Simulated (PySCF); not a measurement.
Match the calculated data to a structure.

All candidates are C4H6O.

* Couplings: largest of the computed one-bond spin–spin couplings (means over like bonds): 13C–1H +186.9, 13C–1H +179.1 (×2), 13C–1H +147.5 (×3), 13C–13C +135.7, 13C–13C +117.2, 17O–13C +23.1, 17O–13C +22.4 Hz [B3LYP/pcJ-1, spin–dipole term left out]
* UV, strongest line: among the 10 lowest singlet transitions: S6 at 7.41 eV (167 nm, f = 0.423) [TDDFT CAM-B3LYP/def2-SVPD]
* Valence photoelectron: vertical ionisation energy: 8.64 eV [ΔSCF CAM-B3LYP/def2-SVPD]
* Dipole: 1.45 D [CAM-B3LYP/def2-SVPD]
* 1H NMR: chemical shifts (computed TMS as zero) by class: 6.50 (1 H), 5.55 (2 H), 3.50 (3 H) ppm [GIAO B3LYP/pcSseg-2]
* Polarisability: 60.0 au [CAM-B3LYP/def2-SVPD]
* Rotational structure: rotational constants A, B, C: 34.719, 2.290, 2.230 GHz [PBE0-D3(BJ)/def2-SVP]
* NMR, other nuclei: isotropic shieldings of nuclei other than C and H, by class: 275 (1 O) ppm [GIAO B3LYP/pcSseg-2]
* 13C NMR: chemical shifts (computed TMS as zero) by class: 225.5 (1 C), 131.4 (1 C), 92.9 (1 C), 61.7 (1 C) ppm [GIAO B3LYP/pcSseg-2]

Electronic properties: PySCF, gas phase, density fitting. Levels stand in brackets. Isolated species at its PBE0-D3(BJ)/def2-SVP geometry (one conformer only). Each NMR value is the plain mean over a class of atoms that symmetry, rotation or inversion makes alike.

**Question.** Which candidate is it?
A. `C=C=COC`
B. `OCC1C=C1`
C. `O=C1CCC1`

**Answer.** A. It is `C=C=COC`. Numbering: `[CH2:1]=[C:2]=[CH:3][O:4][CH3:5]`. Its formula, C4H6O, gives 2 degrees of unsaturation: 0 rings and 2 π bonds in the structure found. 4 carbons fall into 4 classes; from least to most shielded: central carbon of cumulated double bonds [C2] (225.5 ppm), outer carbon of cumulated double bonds [C3] (131.4 ppm), outer carbon of cumulated double bonds [C1] (92.9 ppm), methoxy carbon [C5] (61.7 ppm). Hydrogen classes from least to most shielded: 1 H on an outer carbon of cumulated double bonds, C3 (6.50 ppm), 2 H on an outer carbon of cumulated double bonds, C1 (5.55 ppm), 3 H on a methoxy carbon, C5 (3.50 ppm). The other shieldings belong to: 275 ppm, ether oxygen [O4]. The couplings run between: +186.9 Hz, outer carbon of cumulated double bonds [C3] and its hydrogen; +179.1 Hz, outer carbon of cumulated double bonds [C1] and its hydrogen (with 1 like pair); +147.5 Hz, methoxy carbon [C5] and its hydrogen (with 2 like pairs); +135.7 Hz, central carbon of cumulated double bonds [C2] and outer carbon of cumulated double bonds [C3]; +117.2 Hz, outer carbon of cumulated double bonds [C1] and central carbon of cumulated double bonds [C2]; +23.1 Hz, ether oxygen [O4] and outer carbon of cumulated double bonds [C3]; +22.4 Hz, ether oxygen [O4] and methoxy carbon [C5]. The first electron is taken from the HOMO, whose largest Löwdin shares are 0.30 on the central carbon of cumulated double bonds, 0.27 on the ether oxygen, 0.23 on an outer carbon of cumulated double bonds and 0.08 on an outer carbon of cumulated double bonds. The optimised geometry has point group C1 and is an asymmetric top.

The others, at the same levels:
- `O=C1CCC1` fails: its computed vertical ionisation energy is 9.65 eV (against 8.64 eV), strongest line among the 10 lowest singlet transitions is S8 at 8.38 eV (148 nm, f = 0.053) (against S6 at 7.41 eV) and static isotropic polarisability is 48.8 au (against 60.0 au).
- `OCC1C=C1` fails: its computed vertical ionisation energy is 9.63 eV (against 8.64 eV), strongest line among the 10 lowest singlet transitions is S9 at 8.13 eV (153 nm, f = 0.065) (against S6 at 7.41 eV) and static isotropic polarisability is 50.2 au (against 60.0 au).

Each candidate is one conformer, not necessarily the lowest. Dipoles, sizes and rotational constants follow the conformer. The torsions of the flexible species, by atom-mapped SMILES:
- `[CH2:1]=[C:2]=[CH:3][O:4][CH3:5]`: C2–C3–O4–C5 -161°
- `[OH:1][CH2:2][CH:3]1[CH:4]=[CH:5]1`: O1–C2–C3–C4 89°, H–O1–C2–C3 -55°
